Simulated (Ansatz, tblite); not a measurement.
Removing and adding an electron: Al₃ (the lowest doublet isomer of a short search). The state is a doublet with charge 0. Geometry: PBE0-D4/def2-TZVP. Ansatz, gas phase; energy differences of separate SCF runs; the oxidised species is a triplet (the singlet lies 0.29 eV higher at PBE0-D4/def2-TZVP); the reduced species is a singlet (the triplet lies 0.17 eV higher at PBE0-D4/def2-TZVPD).

```xyz
3

Al    0.232    0.842    1.158
Al    1.090   -0.772   -0.566
Al   -1.322   -0.070   -0.592
```

The xTB rows come from tblite. The structure comes from a short search, and lower isomers may exist.

```tsv
level	−HOMO (eV)	vertical IE (eV)	−LUMO (eV)	vertical EA (eV)	HOMO–LUMO gap (eV)	IE − EA (eV)	remarks
GFN2-xTB	–	9.67	–	3.47	–	6.20	–
PBE-D4/def2-TZVPD	4.24	–	3.67	1.68	0.56	–	HOMO above zero (-1 singlet), restricted SCF unstable in HF (-1 singlet)
PBE0-D4/def2-TZVP	4.93	6.54	2.94	–	1.99	–	–
PBE0-D4/def2-TZVPD	4.93	–	2.96	1.65	1.97	–	restricted SCF unstable in HF (-1 singlet)
```

Problem. Estimate the rows for GFN1-xTB, PBE-D4/def2-TZVP, r2SCAN-D4/def2-TZVP, r2SCAN-D4/def2-TZVPD.

Solution. 
```csv
level,−HOMO (eV),vertical IE (eV),−LUMO (eV),vertical EA (eV),HOMO–LUMO gap (eV),IE − EA (eV),remarks
GFN1-xTB,–,9.22,–,3.31,–,5.90,–
PBE-D4/def2-TZVP,4.23,6.57,3.66,–,0.58,–,–
r2SCAN-D4/def2-TZVP,4.45,6.59,3.38,–,1.07,–,spin-contaminated (⟨S²⟩ 0.92) (doublet)
r2SCAN-D4/def2-TZVPD,4.45,–,3.39,1.64,1.07,–,"HOMO above zero (-1 singlet), restricted SCF unstable in HF (-1 singlet), spin-contaminated (⟨S²⟩ 0.93) (doublet)"
```

Run but left out: HF/def2-TZVPD, MP2/def2-TZVPD, CCSD/def2-TZVPD, CCSD(T)/def2-TZVPD (doublet: ⟨S²⟩ 1.91, where a pure state has 0.75).   A HOMO above zero means that the electron is unbound at that level or that self-interaction error raises the level; the energy of removing that electron tells which. HOMO and LUMO are the levels of the spin that leaves or enters (xTB has no such levels and no spin-polarisation term). Other spin states of the ions may lie lower, which would lower the ionisation energy or raise the affinity. Raw xTB energy differences between charge states are shifted by several eV; the methods need an empirical correction for them.
